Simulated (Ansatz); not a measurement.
Relaxation of CH₆NSi (9 atoms, charge 1, multiplicity 1), to a largest force component of 0.015 eV/Å in at most 40 steps.

Computed with RKS r2SCAN-D4/def2-SVP in Ansatz 0.2.0.

```xyz
9
Properties=species:S:1:pos:R:3
C -0.329 0.376 -1.150
N 0.305 0.388 0.176
Si 1.928 0.460 0.567
H -0.010 -0.493 -1.723
H -1.414 0.353 -1.060
H -0.048 1.271 -1.696
H -0.389 0.341 0.921
H 2.892 0.525 -0.513
H 2.206 0.451 1.987
```

Question: Where does it end, and by what steps?

Answer: The run converged. The force dipped under the threshold on the way, but the program's further checks kept it going. Limits of this set-up: the dipole of an ion depends on the origin. After 14 steps the energy has fallen by 0.128 eV; H6 moved furthest, 0.71 Å.

```json
{"step": "0", "energy less start (eV)": "0.0000", "largest force component (eV/Å)": "1.066", "accepted": "yes"}
{"step": "1", "energy less start (eV)": "-0.0341", "largest force component (eV/Å)": "0.418", "accepted": "yes"}
{"step": "2", "energy less start (eV)": "-0.0387", "largest force component (eV/Å)": "0.036", "accepted": "yes"}
{"step": "3", "energy less start (eV)": "-0.0454", "largest force component (eV/Å)": "0.173", "accepted": "yes"}
{"step": "4", "energy less start (eV)": "-0.0504", "largest force component (eV/Å)": "0.046", "accepted": "yes"}
{"step": "5", "energy less start (eV)": "-0.0467", "largest force component (eV/Å)": "0.731", "accepted": "no"}
{"step": "6", "energy less start (eV)": "-0.0641", "largest force component (eV/Å)": "0.117", "accepted": "yes"}
{"step": "7", "energy less start (eV)": "-0.0771", "largest force component (eV/Å)": "0.293", "accepted": "yes"}
{"step": "8", "energy less start (eV)": "-0.0765", "largest force component (eV/Å)": "0.586", "accepted": "no"}
{"step": "9", "energy less start (eV)": "-0.0935", "largest force component (eV/Å)": "0.199", "accepted": "yes"}
{"step": "10", "energy less start (eV)": "-0.1074", "largest force component (eV/Å)": "0.128", "accepted": "yes"}
{"step": "11", "energy less start (eV)": "-0.1200", "largest force component (eV/Å)": "0.090", "accepted": "yes"}
{"step": "12", "energy less start (eV)": "-0.1270", "largest force component (eV/Å)": "0.013", "accepted": "yes"}
{"step": "13", "energy less start (eV)": "-0.1275", "largest force component (eV/Å)": "0.058", "accepted": "yes"}
{"step": "14", "energy less start (eV)": "-0.1279", "largest force component (eV/Å)": "0.005", "accepted": "yes"}
```

```xyz
9
Properties=species:S:1:pos:R:3
C -0.317 0.348 -1.165
N 0.325 0.226 0.151
Si 1.876 0.603 0.593
H -0.663 -0.641 -1.501
H -1.182 1.024 -1.093
H 0.394 0.749 -1.899
H -0.299 -0.147 0.874
H 2.765 1.136 -0.454
H 2.243 0.374 2.001
```

Time of the run: 60 s on 1 thread of Arm Neoverse V1, on a shared host, peak memory 0.15 GiB.
